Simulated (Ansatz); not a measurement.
Consider the formal exchange of groups at a C–O bond: `C=CC(=C)O` + `CF` → `C=CC(=C)CF` + H₂O.

Isolated molecules relaxed with PBE0-D4/def2-TZVP in Ansatz; ΔE leaves out vibrations. CCSD(T)/CBS adds triple-zeta CCSD(T) − MP2 to the extrapolated MP2 energy (def2 sets, frozen cores). This one scheme is used for every species. Functionals use def2-TZVPP. One conformer a species, not always the lowest.

Problem. Is it downhill or uphill in electronic energy at CCSD(T)/CBS, and by how much? (Best estimate.)

Solution. Computed: Downhill: ΔE = -8.7 kcal/mol.

Problem. What do these levels give: PBE-D4, r2SCAN-D4, PBE, CCSD/def2-TZVPP, HF/CBS(def2), CCSD/CBS(def2)? (Best estimate.)

Solution. Ansatz gave: PBE-D4 -5.3, r2SCAN-D4 -5.3, PBE -4.4, CCSD/def2-TZVPP -7.6, HF/CBS(def2) -4.4, CCSD/CBS(def2) -8.5 kcal/mol.

Largest T1 diagnostic among the species: 0.012.

From PBE to PBE0 (25 % exact exchange), in def2-TZVPP and without D4, ΔE moves by −1.0 kcal/mol. In def2-TZVPP, CCSD(T) changes the Hartree–Fock value by −3.5 kcal/mol (the triples alone add −0.2 kcal/mol) and MP2 by −4.4 kcal/mol. The D4 term adds −1.4 kcal/mol with B3LYP and −0.8 kcal/mol with PBE0; it sums over pairs of atoms, weighted by their polarisabilities, and B3LYP, whose exchange is more repulsive, gets the larger term.

B3LYP here is the variant with VWN-RPA as its local correlation; programs differ in this.
